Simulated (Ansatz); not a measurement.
Chalcopyrite CdGeAs2 was calculated with r²SCAN in Ansatz (PAW).

Settings: plane-wave cutoff 560 eV, 8×8×8 k mesh, Fermi–Dirac smearing 0.01 eV, scalar-relativistic PAW data made under PBE.

Properties against volume:

Shape and atoms are relaxed at each volume.

```
V (Å³/atom)  P (GPa)   c (Å)  a (Å)
-----------  -------  ------  -----
24.249          2.76  11.119  5.907
24.754          1.30  11.210  5.944
25.259          0.00  11.296  5.982
25.765         -1.15  11.383  6.018
26.270         -2.18  11.466  6.055
```

Note: the bulk modulus comes from volumes at which shape and atoms were relaxed.

Ansatz is a first-principles code.
